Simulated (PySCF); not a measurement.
# BCl at other levels of theory

Starting from one script, swap the method and compare what comes out for BCl.

The runs use PySCF 2.14.0; method and basis as typed in the scripts.

**1. The system as given**

BCl: 2 atoms, charge 0, spin multiplicity 1.

Bond lengths: B1–Cl2 1.687 Å.

**2. Base script**

Input file input.py:

```python
from pyscf import gto, dft

mol = gto.M(
    atom='B 0 0 0; Cl 0 0 1.687',
    basis='jorge-dzp',
    charge=0,
    spin=0,
    verbose=4,
)
mf = dft.RKS(mol, xc='blyp')
mf.kernel()
mf.dip_moment()
print('orbital energies (hartree):', mf.mo_energy[..., max(0, mol.nelec[1]-3):mol.nelec[0]+3].round(4))
```

Run with:

```
$ OMP_NUM_THREADS=1 python input.py
```

Its log is not repeated here.

It gives: E(SCF) = -484.983622 Eh, 8 cycles, μ = 1.87 D.

The bond length is a typed value, not an optimised one.

**3. MP2 (RHF)**

Run 1 changes step after the SCF: none → mp2; SCF type: RKS → RHF; functional: blyp → none (Hartree–Fock); frozen orbitals: none → 6.

Input file input.py:

```python
from pyscf import gto, scf, mp

mol = gto.M(
    atom='B 0 0 0; Cl 0 0 1.687',
    basis='jorge-dzp',
    charge=0,
    spin=0,
    verbose=4,
)
mf = scf.RHF(mol)
mf.kernel()
mp.MP2(mf, frozen=6).kernel()
mf.dip_moment()
print('orbital energies (hartree):', mf.mo_energy[..., max(0, mol.nelec[1]-3):mol.nelec[0]+3].round(4))
```

Run with:

```
$ OMP_NUM_THREADS=1 python input.py
```

**4. CASSCF (RHF)**

Run 2 changes step after the SCF: none → casscf; SCF type: RKS → RHF; functional: blyp → none (Hartree–Fock); active space: none → 4 electrons in 4 orbitals.

Edit input.py of step 2 so:

```diff
@@ -1,2 +1,2 @@
-from pyscf import gto, dft
+from pyscf import gto, scf, mcscf
 
@@ -9,4 +9,7 @@
 )
-mf = dft.RKS(mol, xc='blyp')
+mf = scf.RHF(mol)
 mf.kernel()
+mc = mcscf.CASSCF(mf, 4, 4)
+mc.kernel()
+mc.analyze()
 mf.dip_moment()
```

**5. CISD (RHF)**

Run 3 changes step after the SCF: none → cisd; SCF type: RKS → RHF; functional: blyp → none (Hartree–Fock); frozen orbitals: none → 6.

Edit input.py of step 2 so:

```diff
@@ -1,2 +1,2 @@
-from pyscf import gto, dft
+from pyscf import gto, scf, ci
 
@@ -9,4 +9,5 @@
 )
-mf = dft.RKS(mol, xc='blyp')
+mf = scf.RHF(mol)
 mf.kernel()
+ci.CISD(mf, frozen=6).kernel()
 mf.dip_moment()
```

**6. Revpbe**

Run 4 changes functional: blyp → revpbe.

Edit input.py of step 2 so:

```diff
@@ -9,3 +9,3 @@
 )
-mf = dft.RKS(mol, xc='blyp')
+mf = dft.RKS(mol, xc='revpbe')
 mf.kernel()
```

Before running it: what results should come out? Wanted: for each run, E(SCF); from base; gap; SCF dipole; after the SCF.

**Answer**, as computed:

| run | E(SCF) (hartree) | from base (eV) | cycles | gap (eV) | SCF dipole (D) | after the SCF |
| --- | --- | --- | --- | --- | --- | --- |
| base | -484.983622 | 0 | 8 | 3.34 | 1.87 | n/a |
| MP2 (RHF) | -484.139519 | not comparable | 9 | 12.17 | 1.55 | MP2 correlation -5.551 eV, core frozen |
| CASSCF (RHF) | -484.139519 | not comparable | 9 | 12.17 | 1.55 | CASSCF correlation -1.003 eV |
| CISD (RHF) | -484.139519 | not comparable | 9 | 12.17 | 1.55 | CISD correlation -5.822 eV, core frozen |
| revpbe | -484.904793 | not comparable | 8 | 3.37 | 1.88 | n/a |

**Reading.** On the same reference and core, CISD gains 5.82 eV in 2.2 s; MP2 reaches 95 % of that in 2.4 s. Total energies of different functionals can't be compared with each other; differences within one functional can.
